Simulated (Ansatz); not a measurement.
We consider rutile SnO2, described by G0W0@PBE (Ansatz, a quantum-chemistry and plane-wave program, plane waves, hard PAW, contour deformation).

The same calculation (at the measured cell, 11.918 Å³/atom) with different numerical settings; throughout: k mesh 2×2×2:

```json
[
 {"run": "1", "response cutoff (eV)": "100", "empty bands": "298", "quasiparticle gap on the mesh (eV)": "2.374", "quasiparticle gap at Γ (eV)": "2.374", "rough time": "60 core-s"},
 {"run": "2", "response cutoff (eV)": "150", "empty bands": "548", "quasiparticle gap on the mesh (eV)": "2.494", "quasiparticle gap at Γ (eV)": "2.494", "rough time": "3 core-min"},
 {"run": "3", "response cutoff (eV)": "200", "empty bands": "844", "quasiparticle gap on the mesh (eV)": "2.552", "quasiparticle gap at Γ (eV)": "2.552", "rough time": "8 core-min"},
 {"run": "4", "response cutoff (eV)": "250", "empty bands": "1179", "quasiparticle gap on the mesh (eV)": "2.582", "quasiparticle gap at Γ (eV)": "2.582", "rough time": "20 core-min"},
 {"run": "5", "response cutoff (eV)": "300", "empty bands": "1550", "quasiparticle gap on the mesh (eV)": "(withheld)", "quasiparticle gap at Γ (eV)": "(withheld)", "rough time": "40 core-min"}
]
```

**Question.** Complete the blanks.

**Answer.** 
- 5, quasiparticle gap on the mesh (eV): 2.600
- 5, quasiparticle gap at Γ (eV): 2.600

In the column quasiparticle gap on the mesh (eV) the first row differs from the last by -0.226 and the next to last by -0.018.

The last row is no converged limit: other settings stay fixed.

Spin–orbit coupling is not included.

Note: filled d or f shells below the valence bands can shift G0W0 gaps through exchange with them, which wasn't tested here.
